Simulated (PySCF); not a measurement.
**Worked example: the step energy**

An elementary step of CH5AlO, singlet (CH₅AlO ([CH3][AlH][OH]) → AlHO ([O][AlH]) + CH₄; Al–C, O–H broken or loosened, C–H formed or tightened). “Start” and “end” are the PBE0-D4/def2-TZVP structures reached by relaxing down either side of its saddle point, with the molecules still in contact.

Computed with PySCF 2.14 with density fitting (its default auxiliary sets; JK sets also for MP2 and CCSD(T)) (basis: def2-TZVPP and def2-QZVPP); correlated methods freeze the cores.

Energies in eV:

| quantity | end | start |
| --- | --- | --- |
| Hartree–Fock, triple zeta (X = 3) | -9730.15311 | -9732.88494 |
| Hartree–Fock, quadruple zeta (X = 4) | -9730.51394 | -9733.24527 |
| MP2 correlation, X = 3 | -14.37304 | -13.77530 |
| MP2 correlation, X = 4 | -15.36062 | -14.77471 |
| CCSD(T) correlation, X = 3 | -15.55304 | -15.04577 |

(1) Work out the step energy at the basis limit: extrapolate Hartree–Fock as E(X) = E∞ + A exp(−7.88 √X) and the MP2 correlation as E(X) = E∞ + B X^−2.97 (the exponents that Neese and Valeev fitted for def2-TZVPP and QZVPP), then add CCSD(T) − MP2 in triple zeta.

The T1 diagnostic stays at or below 0.027. The T1 diagnostic is large here, which may signal multireference character or strong orbital relaxation, so CCSD(T) is less sure.

Answers

(1) Each step is linear, so take the differences first (end − start): Hartree–Fock 2.73183 (X = 3) and 2.73133 (X = 4); MP2 correlation -0.59774 and -0.58591; CCSD(T) correlation -0.50727.
Two points give E∞ = E(4) + w [E(4) − E(3)], with w = 1/(exp(7.88 (2 − √3)) − 1) = 0.1377 for Hartree–Fock and w = 1/((4/3)^2.97 − 1) = 0.7407 for the correlation.
Hartree–Fock: 2.73133 + 0.1377 × (-0.00050) = 2.7313 eV.
MP2 correlation: -0.58591 + 0.7407 × 0.01183 = -0.5771 eV.
CCSD(T) − MP2: -0.50727 − (-0.59774) = 0.0905 eV.
Sum: 2.7313 + (-0.5771) + 0.0905 = 2.2447 eV, or 51.76 kcal/mol. Plain CCSD(T) in triple zeta gives 2.2246 eV, so the larger basis shifts the result by 0.0201 eV.

Labels in which every atom is bracketed show which atoms are joined, not bond orders.

For scale, one of the runs: CCSD(T)/def2-TZVPP, 174 basis functions, launched by `OMP_NUM_THREADS=4 python run.py`. Hardware: 4 CPU threads of an Arm Neoverse V2, shared host. Wall time 2.9 min; peak host memory 1.4 GiB.
